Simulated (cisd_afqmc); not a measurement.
Input (AFQMC/CISD/aug-cc-pVTZ; cisd_afqmc is a phaseless AFQMC code with CISD trial states that reads the integrals written by Ansatz):

Ansatz 0.2 input:
```python
import cisd_afqmc

open("ham.yaml", "w").write("""\
crystal:
  periodic: [false, false, false]
  atoms:
    - {symbol: F, position_ang: [-0.00000000, -0.00000000, -0.10164744]}
    - {symbol: H, position_ang: [0.00000000, 0.00000000, 0.91482694]}
basis:
  gaussian:
    orbitals: aug-cc-pVTZ
total_charge: 1
magnetization: {spin_polarized: true, initial_magnetization: 1}
correlation: {method: ccsd, electrons: outside_noble_gas, hamiltonian_folder: ham}
""")
rep = cisd_afqmc.ansatz("ham.yaml")
e_ccsd = rep["correlation"]["coupled_cluster"]["energy"]["hartree"]
out = cisd_afqmc.run("ham", e_ccsd, trial="CISD", walkers=100, populations=8, threads=8, dt=0.005, steps=40, early=24, settle=10, least=32,
    cut=5e-5, rank_cut=2e-4, target=0.0004, seconds=1500, seed=1, memory=17280, gpu=False)
```

Output:

```
orbitals 68, occupied [4, 3], factors 324 of 419, rank of the doubles 197 of 451
E(HF) = -99.536868
E(CCSD) on the cut factors = -99.757202, shift to the whole factors -0.000007
Energy of the trial state on the determinant = -99.757178
  tau behind 7.2 of longer steps, mean of the populations' last blocks
   2.0  -99.76161
   4.0  -99.76218
   6.0  -99.76181
   8.0  -99.76286
blocks 270 (1 outliers left out), error by blocks joined: 1: 0.00012, 2: 0.00014, 4: 0.00016, 8: 0.00015, 16: 0.00013
E(AFQMC/CISD) = -99.76214 +/- 0.00016
```
